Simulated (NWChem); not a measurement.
# Extrapolating the UMP2 correlation energy of Si (+1)

```xyz
1

Si     0.0000     0.0000     0.0000
```
Charge +1, spin multiplicity 2.

The numbers come from NWChem runs, not from measurements.

The correlated methods keep 5 core orbitals frozen. The stability of the SCF solutions was not checked. Open-shell Hartree-Fock references start from PBE0 orbitals.

Worked example. The UMP2 correlation energy is -41.33 mHa in cc-pVTZ and -43.82 mHa in cc-pVQZ. The form E(X) = E∞ + A/X³ turns the pair into an estimate of the basis-set limit.

E∞ = (4³·(-43.82) − 3³·(-41.33))/(4³ − 3³) = -45.6 mHa. The larger basis holds 96 % of that. This is a two-point estimate.
